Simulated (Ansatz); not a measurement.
Results of PBE-D3(BJ) (Ansatz, a quantum-chemistry and plane-wave program, plane waves, PAW) for rock-salt ZrC.

Numerical settings: plane-wave cutoff 520 eV, 16×16×16 k mesh, Fermi–Dirac smearing 0.1 eV, perturbation theory, scalar-relativistic PAW data made under PBE.

Cell (relaxed at this level):

```
CELL_PARAMETERS angstrom
      0.00000     2.33649     2.33649
      2.33649     0.00000     2.33649
      2.33649     2.33649     0.00000
ATOMIC_POSITIONS crystal
  Zr 0.00000 0.00000 0.00000
  C  0.50000 0.50000 0.50000
```

Task: Estimate the TO(Γ) frequency that the calculation returns.

Result: 
- TO(Γ) frequency: 440 cm⁻¹

Note: the dispersion coefficients are held fixed in the derivatives.

Computing time: roughly 19 core-minutes.
